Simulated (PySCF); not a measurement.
## Structure revision by computed shifts

A compound C6H8 gives the data below (simulated from a calculation) and was assigned the structure `C=C/C=C/C=C`.

13C{1H} NMR (computed): δ 151.9 (C, 2C), 102.6 (CH2, 2C), 31.4 (CH2, 2C).

1H NMR (400 MHz, computed): δ 5.42 (m, 2H), 4.78 (m, 2H), 2.73 (m, 4H).

PySCF 2.14 calculation with PBE0-D3(BJ)/def2-SVP geometry, KT3/pcSseg-2 with gauge-including orbitals and J couplings at B3LYP/pcJ-1 (without the spin–dipole term); one computed conformer, no relativistic terms, in vacuum, equivalent nuclei averaged.

Chemical shifts δ = σref − σ; TMS for 1H, 13C, all at this level.

(1) Compare with the shifts computed for the proposed structure, pairing carbons in order of shift.

(2) Which isomer fits?

Answers

(1) Numbering as in the mapped SMILES `[CH2:1]=[CH:2]/[CH:3]=[CH:4]/[CH:5]=[CH2:6]`. Each H is labelled by its parent atom.

```json
{"atom": "C2", "computed for proposal": "138.2", "given list": "151.9", "difference": "-13.7"}
{"atom": "C5", "computed for proposal": "138.2", "given list": "151.9", "difference": "-13.7"}
{"atom": "C3", "computed for proposal": "134.3", "given list": "102.6", "difference": "+31.7"}
{"atom": "C4", "computed for proposal": "134.3", "given list": "102.6", "difference": "+31.7"}
{"atom": "C1", "computed for proposal": "116.5", "given list": "31.4", "difference": "+85.1"}
{"atom": "C6", "computed for proposal": "116.5", "given list": "31.4", "difference": "+85.1"}
```

The rms difference is 53.0 ppm and the largest +85.1 ppm at C1 (terminal =CH2 carbon). The carbon types in order of shift don't match either: CH, CH, CH, CH, CH2, CH2 for the proposal against C, C, CH2, CH2, CH2, CH2 in the data. The proposal doesn't fit.

(2) `InChI=1S/C6H8/c1-5-3-4-6(5)2/h1-4H2`.

Carbon types of the structure: 2 × C, 4 × CH2, which accounts for all hydrogens. δC 151.9: fully substituted alkene carbon; as expected for a trigonal carbon in a double bond. δC 102.6: terminal =CH2 carbon; as expected for a trigonal carbon in a double bond. δH 5.42, 4.78: hydrogen on a terminal =CH2 carbon; attached to an sp2 carbon and in the plane of the double bond. δH 2.73: hydrogen on an allylic sp3 CH2; allylic position.

This is the structure that produced the data.

Multiplet labels drop couplings under 1 Hz and merge nearly equal ones. Couplings among chemically equivalent protons are left out too, so labels in AA′BB′ or AA′XX′ sets are apparent multiplicities. Shifts are as computed, not scaled to solution data. Of 1211 compounds with measured shifts, 218 miss one by over three times the rms of a fit or turn the order of signals round; such compounds aren't used in these exercises.
